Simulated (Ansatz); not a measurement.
Ideal-gas functions of ClHSSi (`S[Si]Cl`) at 400 K and 1 bar, from an Ansatz frequency run at PBE0-D4/def2-TZVP.

Molar mass 96.61 g/mol, point group Cs (symmetry number 1), electronic degeneracy 1, moments of inertia 38.842, 175.65, 214.492 u Å². Harmonic wavenumbers (cm⁻¹, unscaled): 180, 403, 506, 511, 755, 2694.

Use S(trans) = R[1.5 ln M + 2.5 ln T − 1.1517]; rotational temperatures θ = 24.2544 K / I; S(rot) = R[ln(√π/σ · √(T³/θAθBθC)) + 1.5]; for each mode x = 1.438777 ν̃/T, S = R[x/(eˣ − 1) − ln(1 − e⁻ˣ)] and H = RT x/(eˣ − 1); 1 cm⁻¹ = 0.0119627 kJ/mol; R = 8.31446 J/(mol·K).

Q: By hand: the entropy, in J/(mol·K).

A: Translation 172.0. Rotation: θ = 0.6244, 0.1381, 0.1131 K, giving 111.2. Vibration, mode by mode: 12.07, 5.92, 4.40, 4.33, 2.17, 0.01, in all 28.9. Electronic 0.0. Sum 312.1 J/(mol·K).

Q: By hand: H − E and G − E in kJ/mol, counted from the electronic energy.

A: Zero-point energy ½ × 5049 × 0.0119627 = 30.2; thermal vibration 6.8; translation, rotation and pV give 4 RT = 13.3. H − E = 50.3 kJ/mol, and G − E = 50.3 − 400 × 312.1/1000 = -74.5 kJ/mol.

Vibration gives 9 % of the entropy. The sum counts one conformer and one mirror image; others add a mixing term.
